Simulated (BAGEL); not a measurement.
**triplet C4H4N2: levels of theory compared**

Aim: a comparison of 6 runs (UHF/STO-3G, UHF/3-21G, ROHF/6-31G*, UHF/6-31G*, ROHF/def2-SVP, UHF/def2-SVP) of triplet C4H4N2. 

The calculation is run with BAGEL 1.2.2.

1 further run of the same task is left out (set aside as unsound or not needed). Runs told in other sessions of the task aren't counted.

### Step 1. The molecule

C4H4N2: 10 atoms, total charge 0, spin state triplet. SMILES of the parent species: `c1ccnnc1`. The coordinates come from a PBE0-D4/def2-TZVP relaxation. That shape belongs to the parent species and isn't relaxed for this state.

Bond lengths: C1–C2 1.375 Å, C2–C3 1.389 Å, C3–N4 1.326 Å, N4–N5 1.318 Å, C1–C6 1.389 Å, N5–C6 1.326 Å, C1–H7 1.083 Å, C2–H8 1.083 Å, C3–H9 1.085 Å, C6–H10 1.085 Å. Some angles: C1–C2–C3 116.8°, C2–C1–C6 116.8°, C2–C3–N4 123.6°, C3–N4–N5 119.6°, N4–N5–C6 119.6°, C1–C6–N5 123.6°, C1–C2–H8 122.3°, C3–C2–H8 120.9°, C2–C1–H7 122.3°, C6–C1–H7 120.9°. A long bond or contact: C3–C6 2.627 Å.

### Step 2. The energy at UHF/STO-3G (density fitting with cc-pvqz-jkfit) (run 1)

The input, hf.json:

```json
{ "bagel": [

{
  "title": "molecule",
  "basis": "sto-3g",
  "df_basis": "cc-pvqz-jkfit",
  "angstrom": true,
  "geometry": [
    { "atom": "C", "xyz": [    0.803840,   -0.300940,   -0.624370 ] },
    { "atom": "C", "xyz": [    0.096680,   -1.007380,    0.320000 ] },
    { "atom": "C", "xyz": [   -0.915560,   -0.325760,    0.983100 ] },
    { "atom": "N", "xyz": [   -1.221050,    0.943460,    0.750710 ] },
    { "atom": "N", "xyz": [   -0.543580,    1.620300,   -0.154280 ] },
    { "atom": "C", "xyz": [    0.435220,    1.023630,   -0.820750 ] },
    { "atom": "H", "xyz": [    1.611460,   -0.744790,   -1.194130 ] },
    { "atom": "H", "xyz": [    0.309250,   -2.045690,    0.544970 ] },
    { "atom": "H", "xyz": [   -1.519820,   -0.811820,    1.742120 ] },
    { "atom": "H", "xyz": [    0.943560,    1.649000,   -1.547370 ] }
  ]
},
{
  "title": "uhf",
  "nopen": 2
},
{
  "title": "print",
  "file": "orbitals.molden",
  "orbitals": true
}

]}
```

The run is started by

```bash
BAGEL_NUM_THREADS=1 BAGEL hf.json > hf.out
```

What it wrote:

```text
* using 1 threads per process

  ===============================================================
  ===============================================================

  *** Geometry ***

  { "atom" : "C", "xyz" : [      1.519037,     -0.568694,     -1.179888 ] },
  { "atom" : "C", "xyz" : [      0.182699,     -1.903672,      0.604712 ] },
  { "atom" : "C", "xyz" : [     -1.730158,     -0.615597,      1.857790 ] },
  { "atom" : "N", "xyz" : [     -2.307450,      1.782881,      1.418636 ] },
  { "atom" : "N", "xyz" : [     -1.027217,      3.061923,     -0.291547 ] },
  { "atom" : "C", "xyz" : [      0.822447,      1.934380,     -1.550993 ] },
  { "atom" : "H", "xyz" : [      3.045218,     -1.407449,     -2.256579 ] },
  { "atom" : "H", "xyz" : [      0.584398,     -3.865794,      1.029844 ] },
  { "atom" : "H", "xyz" : [     -2.872044,     -1.534117,      3.292130 ] },
  { "atom" : "H", "xyz" : [      1.783070,      3.116158,     -2.924106 ] },

  Number of auxiliary basis functions:      840

  Since a DF basis is specified, we compute 2- and 3-index integrals:
    o Being stored without compression. Storage requirement is 0.008 GB

  Number of basis functions:       34
  Number of electrons      :       42

    * METHOD: MOLECULE                             0.71

  *** Open-shell HF ***

  === Nuclear Repulsion ===
   209.2281410203

      * DIIS with orbital gradients will be used.

  === UHF iteration (sto-3g) ===
      0       -259.15113827          0.02077613           0.10
      1       -259.21811743          0.00900522           0.10
      2       -259.23209646          0.00367668           0.11
      3       -259.23571656          0.00157700           0.11
      4       -259.23779598          0.00059866           0.11
      5       -259.23814776          0.00027875           0.11
      6       -259.23831005          0.00009371           0.10
      7       -259.23834242          0.00006723           0.10
      8       -259.23836567          0.00005086           0.10
      9       -259.23839178          0.00001905           0.10
     10       -259.23839411          0.00000828           0.10
     11       -259.23839423          0.00000415           0.11
     12       -259.23839425          0.00000209           0.11
     13       -259.23839427          0.00000158           0.10
     14       -259.23839427          0.00000153           0.11
     15       -259.23839427          0.00000153           0.11
[... 63 lines of this table left out ...]
     79       -259.23839419          0.00000004           0.10
     80       -259.23839419          0.00000003           0.10
     81       -259.23839419          0.00000003           0.10
     82       -259.23839419          0.00000003           0.10
     83       -259.23839419          0.00000002           0.10
     84       -259.23839419          0.00000002           0.10
     85       -259.23839419          0.00000001           0.10
     86       -259.23839419          0.00000001           0.10
    * SCF iteration converged.

    * S^2 (UHF) is 2.1076

    * Permanent dipole moment:
           (   -0.242096,     0.351773,     0.081807) a.u.

    * METHOD: UHF                                  9.21

    * METHOD: PRINT                                0.00

  ===============================================================
```

Wall time 10 s (1 thread of Arm Neoverse V1, shared host); peak memory 0.089 GiB.

### Step 3. A single-point energy at UHF/3-21G (density fitting with cc-pvqz-jkfit) (run 2)

The input, input.json:

```json
{ "bagel": [

{
  "title": "molecule",
  "basis": "3-21g",
  "df_basis": "cc-pvqz-jkfit",
  "angstrom": true,
  "geometry": [
    { "atom": "C", "xyz": [       0.803840,      -0.300940,      -0.624370 ] },
    { "atom": "C", "xyz": [       0.096680,      -1.007380,       0.320000 ] },
    { "atom": "C", "xyz": [      -0.915560,      -0.325760,       0.983100 ] },
    { "atom": "N", "xyz": [      -1.221050,       0.943460,       0.750710 ] },
    { "atom": "N", "xyz": [      -0.543580,       1.620300,      -0.154280 ] },
    { "atom": "C", "xyz": [       0.435220,       1.023630,      -0.820750 ] },
    { "atom": "H", "xyz": [       1.611460,      -0.744790,      -1.194130 ] },
    { "atom": "H", "xyz": [       0.309250,      -2.045690,       0.544970 ] },
    { "atom": "H", "xyz": [      -1.519820,      -0.811820,       1.742120 ] },
    { "atom": "H", "xyz": [       0.943560,       1.649000,      -1.547370 ] }
  ]
},

{ "title": "uhf", "nopen": 2 },

{ "title": "print", "file": "orbitals.molden", "orbitals": true }

]}
```

The run is started by

```bash
BAGEL_NUM_THREADS=1 BAGEL input.json > input.out
```

What it wrote:

```text
* using 1 threads per process

  ===============================================================
  ===============================================================

  *** Geometry ***

  { "atom" : "C", "xyz" : [      1.519037,     -0.568694,     -1.179888 ] },
  { "atom" : "C", "xyz" : [      0.182699,     -1.903672,      0.604712 ] },
  { "atom" : "C", "xyz" : [     -1.730158,     -0.615597,      1.857790 ] },
  { "atom" : "N", "xyz" : [     -2.307450,      1.782881,      1.418636 ] },
  { "atom" : "N", "xyz" : [     -1.027217,      3.061923,     -0.291547 ] },
  { "atom" : "C", "xyz" : [      0.822447,      1.934380,     -1.550993 ] },
  { "atom" : "H", "xyz" : [      3.045218,     -1.407449,     -2.256579 ] },
  { "atom" : "H", "xyz" : [      0.584398,     -3.865794,      1.029844 ] },
  { "atom" : "H", "xyz" : [     -2.872044,     -1.534117,      3.292130 ] },
  { "atom" : "H", "xyz" : [      1.783070,      3.116158,     -2.924106 ] },

  Number of auxiliary basis functions:      840

  Since a DF basis is specified, we compute 2- and 3-index integrals:
    o Being stored without compression. Storage requirement is 0.026 GB

  Number of basis functions:       62
  Number of electrons      :       42

    * METHOD: MOLECULE                             0.73

  *** Open-shell HF ***

  === Nuclear Repulsion ===
   209.2281410203

      * DIIS with orbital gradients will be used.

  === UHF iteration (3-21g) ===
      0       -260.92966496          0.02788206           0.21
      1       -261.02964392          0.00989219           0.20
      2       -261.04700443          0.00457403           0.21
      3       -261.05148203          0.00188961           0.21
      4       -261.05403828          0.00067980           0.21
      5       -261.05449099          0.00036282           0.22
      6       -261.05472608          0.00013465           0.21
      7       -261.05476081          0.00005488           0.22
      8       -261.05476652          0.00001944           0.22
      9       -261.05476713          0.00000522           0.22
     10       -261.05476717          0.00000230           0.21
     11       -261.05476718          0.00000115           0.20
     12       -261.05476719          0.00000060           0.20
     13       -261.05476719          0.00000056           0.20
     14       -261.05476719          0.00000031           0.20
     15       -261.05476719          0.00000021           0.20
     16       -261.05476719          0.00000016           0.20
     17       -261.05476719          0.00000015           0.20
     18       -261.05476719          0.00000014           0.20
     19       -261.05476719          0.00000013           0.20
     20       -261.05476719          0.00000013           0.20
     21       -261.05476719          0.00000013           0.20
     22       -261.05476719          0.00000013           0.20
     23       -261.05476719          0.00000012           0.20
     24       -261.05476719          0.00000011           0.20
     25       -261.05476719          0.00000009           0.20
     26       -261.05476719          0.00000009           0.20
     27       -261.05476719          0.00000006           0.20
     28       -261.05476719          0.00000004           0.20
     29       -261.05476719          0.00000003           0.20
     30       -261.05476719          0.00000002           0.19
     31       -261.05476719          0.00000001           0.20
     32       -261.05476719          0.00000001           0.20
     33       -261.05476719          0.00000001           0.20
    * SCF iteration converged.

    * S^2 (UHF) is 2.0988

    * Permanent dipole moment:
           (   -0.400645,     0.582092,     0.135407) a.u.

    * METHOD: UHF                                  7.12

    * METHOD: PRINT                                0.01

  ===============================================================
```

Wall time 8.1 s (1 thread of Arm Neoverse V1, shared host); peak memory 0.14 GiB.

Run 3 isn't shown in full; the table further down has it.

### Step 4. The energy at UHF/6-31G(d) (density fitting with cc-pvqz-jkfit, spherical functions) (run 4)

The input, input.json:

```json
{ "bagel" : [

{
  "title" : "molecule",
  "basis" : "6-31gs.json",
  "df_basis" : "cc-pvqz-jkfit",
  "angstrom" : true,
  "geometry" : [
    { "atom" : "C", "xyz" : [       0.803840,      -0.300940,      -0.624370 ] },
    { "atom" : "C", "xyz" : [       0.096680,      -1.007380,       0.320000 ] },
    { "atom" : "C", "xyz" : [      -0.915560,      -0.325760,       0.983100 ] },
    { "atom" : "N", "xyz" : [      -1.221050,       0.943460,       0.750710 ] },
    { "atom" : "N", "xyz" : [      -0.543580,       1.620300,      -0.154280 ] },
    { "atom" : "C", "xyz" : [       0.435220,       1.023630,      -0.820750 ] },
    { "atom" : "H", "xyz" : [       1.611460,      -0.744790,      -1.194130 ] },
    { "atom" : "H", "xyz" : [       0.309250,      -2.045690,       0.544970 ] },
    { "atom" : "H", "xyz" : [      -1.519820,      -0.811820,       1.742120 ] },
    { "atom" : "H", "xyz" : [       0.943560,       1.649000,      -1.547370 ] }
  ]
},

{
  "title" : "uhf",
  "nopen" : 2
},

{
  "title" : "print",
  "file" : "orbitals.molden",
  "orbitals" : true
}

]}
```

The basis set 6-31G* is read from a file made from the Basis Set Exchange's data (not shown).

The run is started by

```bash
BAGEL_NUM_THREADS=1 BAGEL input.json > input.out
```

What it wrote:

```text
* using 1 threads per process

  ===============================================================
  ===============================================================

  *** Geometry ***

  { "atom" : "C", "xyz" : [      1.519037,     -0.568694,     -1.179888 ] },
  { "atom" : "C", "xyz" : [      0.182699,     -1.903672,      0.604712 ] },
  { "atom" : "C", "xyz" : [     -1.730158,     -0.615597,      1.857790 ] },
  { "atom" : "N", "xyz" : [     -2.307450,      1.782881,      1.418636 ] },
  { "atom" : "N", "xyz" : [     -1.027217,      3.061923,     -0.291547 ] },
  { "atom" : "C", "xyz" : [      0.822447,      1.934380,     -1.550993 ] },
  { "atom" : "H", "xyz" : [      3.045218,     -1.407449,     -2.256579 ] },
  { "atom" : "H", "xyz" : [      0.584398,     -3.865794,      1.029844 ] },
  { "atom" : "H", "xyz" : [     -2.872044,     -1.534117,      3.292130 ] },
  { "atom" : "H", "xyz" : [      1.783070,      3.116158,     -2.924106 ] },

  Number of auxiliary basis functions:      840

  Since a DF basis is specified, we compute 2- and 3-index integrals:
    o Being stored without compression. Storage requirement is 0.057 GB

  Number of basis functions:       92
  Number of electrons      :       42

    * METHOD: MOLECULE                             0.87

  *** Open-shell HF ***

  === Nuclear Repulsion ===
   209.2281410203

      * DIIS with orbital gradients will be used.

  === UHF iteration (6-31gs.json) ===
      0       -262.33145576          0.02777456           0.33
      1       -262.47510349          0.01686869           0.33
      2       -262.50861484          0.01120985           0.34
      3       -262.53106386          0.00206164           0.32
      4       -262.53447999          0.00094509           0.31
      5       -262.53565409          0.00038856           0.31
      6       -262.53613602          0.00018607           0.31
      7       -262.53621509          0.00009303           0.31
      8       -262.53624139          0.00004231           0.31
      9       -262.53624670          0.00002106           0.31
     10       -262.53624723          0.00000820           0.31
     11       -262.53624741          0.00000506           0.31
     12       -262.53624747          0.00000304           0.31
     13       -262.53624755          0.00000196           0.32
     14       -262.53624759          0.00000104           0.33
     15       -262.53624761          0.00000075           0.32
[... 38 lines of this table left out ...]
     54       -262.53624762          0.00000001           0.33
     55       -262.53624762          0.00000001           0.32
     56       -262.53624762          0.00000001           0.32
     57       -262.53624762          0.00000001           0.32
     58       -262.53624762          0.00000001           0.32
     59       -262.53624762          0.00000001           0.31
     60       -262.53624762          0.00000001           0.32
     61       -262.53624762          0.00000001           0.32
    * SCF iteration converged.

    * S^2 (UHF) is 2.1050

    * Permanent dipole moment:
           (   -0.363880,     0.528675,     0.122982) a.u.

    * METHOD: UHF                                 20.15

    * METHOD: PRINT                                0.02

  ===============================================================
```

Wall time 21 s (1 thread of Arm Neoverse V1, shared host); peak memory 0.2 GiB.

Run 5 isn't shown in full; the table further down has it.

### Step 5. A single-point energy at UHF/def2-SVP (density fitting with cc-pvqz-jkfit) (run 6)

The input, hf.json:

```json
{ "bagel": [

{
  "title": "molecule",
  "basis": "svp",
  "df_basis": "cc-pvqz-jkfit",
  "angstrom": true,
  "geometry": [
    { "atom": "C", "xyz": [       0.803840,      -0.300940,      -0.624370 ] },
    { "atom": "C", "xyz": [       0.096680,      -1.007380,       0.320000 ] },
    { "atom": "C", "xyz": [      -0.915560,      -0.325760,       0.983100 ] },
    { "atom": "N", "xyz": [      -1.221050,       0.943460,       0.750710 ] },
    { "atom": "N", "xyz": [      -0.543580,       1.620300,      -0.154280 ] },
    { "atom": "C", "xyz": [       0.435220,       1.023630,      -0.820750 ] },
    { "atom": "H", "xyz": [       1.611460,      -0.744790,      -1.194130 ] },
    { "atom": "H", "xyz": [       0.309250,      -2.045690,       0.544970 ] },
    { "atom": "H", "xyz": [      -1.519820,      -0.811820,       1.742120 ] },
    { "atom": "H", "xyz": [       0.943560,       1.649000,      -1.547370 ] }
  ]
},

{ "title": "uhf", "nopen": 2 },

{ "title": "print", "file": "orbitals.molden", "orbitals": true }

]}
```

The run is started by

```bash
BAGEL_NUM_THREADS=1 BAGEL hf.json > hf.out
```

What it wrote:

```text
* using 1 threads per process

  ===============================================================
  ===============================================================

  *** Geometry ***

  { "atom" : "C", "xyz" : [      1.519037,     -0.568694,     -1.179888 ] },
  { "atom" : "C", "xyz" : [      0.182699,     -1.903672,      0.604712 ] },
  { "atom" : "C", "xyz" : [     -1.730158,     -0.615597,      1.857790 ] },
  { "atom" : "N", "xyz" : [     -2.307450,      1.782881,      1.418636 ] },
  { "atom" : "N", "xyz" : [     -1.027217,      3.061923,     -0.291547 ] },
  { "atom" : "C", "xyz" : [      0.822447,      1.934380,     -1.550993 ] },
  { "atom" : "H", "xyz" : [      3.045218,     -1.407449,     -2.256579 ] },
  { "atom" : "H", "xyz" : [      0.584398,     -3.865794,      1.029844 ] },
  { "atom" : "H", "xyz" : [     -2.872044,     -1.534117,      3.292130 ] },
  { "atom" : "H", "xyz" : [      1.783070,      3.116158,     -2.924106 ] },

  Number of auxiliary basis functions:      840

  Since a DF basis is specified, we compute 2- and 3-index integrals:
    o Being stored without compression. Storage requirement is 0.073 GB

  Number of basis functions:      104
  Number of electrons      :       42

    * METHOD: MOLECULE                             0.86

  *** Open-shell HF ***

  === Nuclear Repulsion ===
   209.2281410203

      * DIIS with orbital gradients will be used.

  === UHF iteration (svp) ===
      0       -262.17332846          0.02120410           0.36
      1       -262.31048505          0.00887613           0.36
      2       -262.33248143          0.00400444           0.36
      3       -262.33797856          0.00140557           0.36
      4       -262.34059208          0.00060548           0.36
      5       -262.34130405          0.00029541           0.36
      6       -262.34167350          0.00011661           0.36
      7       -262.34171999          0.00005777           0.36
      8       -262.34173185          0.00003200           0.36
      9       -262.34173536          0.00000656           0.36
     10       -262.34173545          0.00000286           0.36
     11       -262.34173547          0.00000153           0.36
     12       -262.34173548          0.00000068           0.36
     13       -262.34173549          0.00000056           0.36
     14       -262.34173549          0.00000040           0.36
     15       -262.34173549          0.00000029           0.35
[... 18 lines of this table left out ...]
     34       -262.34173549          0.00000001           0.36
     35       -262.34173549          0.00000001           0.37
     36       -262.34173549          0.00000001           0.38
     37       -262.34173549          0.00000001           0.38
     38       -262.34173549          0.00000001           0.36
     39       -262.34173549          0.00000001           0.36
     40       -262.34173549          0.00000001           0.36
     41       -262.34173549          0.00000001           0.35
    * SCF iteration converged.

    * S^2 (UHF) is 2.1065

    * Permanent dipole moment:
           (   -0.333306,     0.484259,     0.112646) a.u.

    * METHOD: UHF                                 15.44

    * METHOD: PRINT                                0.03

  ===============================================================
```

It took 17 s on 1 thread of Arm Neoverse V1, shared host; peak memory 0.23 GiB.

### Step 6. Overview of the runs

```
run                                                                  level  energy (Eh)  dipole moment (D)   ⟨S²⟩  wall time
  1                        UHF/STO-3G (density fitting with cc-pvqz-jkfit)  -259.238394               1.11  2.108       10 s
  2                         UHF/3-21G (density fitting with cc-pvqz-jkfit)  -261.054767               1.83  2.099      8.1 s
  3  ROHF/6-31G* (density fitting with cc-pvqz-jkfit, spherical functions)  -262.512925               2.01  2.000       20 s
  4   UHF/6-31G* (density fitting with cc-pvqz-jkfit, spherical functions)  -262.536248               1.66  2.105       21 s
  5                     ROHF/def2-SVP (density fitting with cc-pvqz-jkfit)  -262.318352               1.87  2.000       23 s
  6                      UHF/def2-SVP (density fitting with cc-pvqz-jkfit)  -262.341735               1.52  2.107       17 s
```

### Step 7. Summary of results

| quantity | value |
| --- | --- |
| run 6: total energy | -262.34174 Eh |
| run 6: dipole moment | 1.52 D |
| run 6: ⟨S²⟩ | 2.107 |

The dipole moment (its size) runs from 1.11 D (UHF/STO-3G) to 2.01 D (ROHF/6-31G*). The two ends differ in method and basis. In run 1 the basis is minimal, so the values are rough. Spin contamination of the reference: run 1 ⟨S²⟩ = 2.11, run 6 ⟨S²⟩ = 2.11, run 4 ⟨S²⟩ = 2.10. All runs together took 99 s, the longest 23 s.
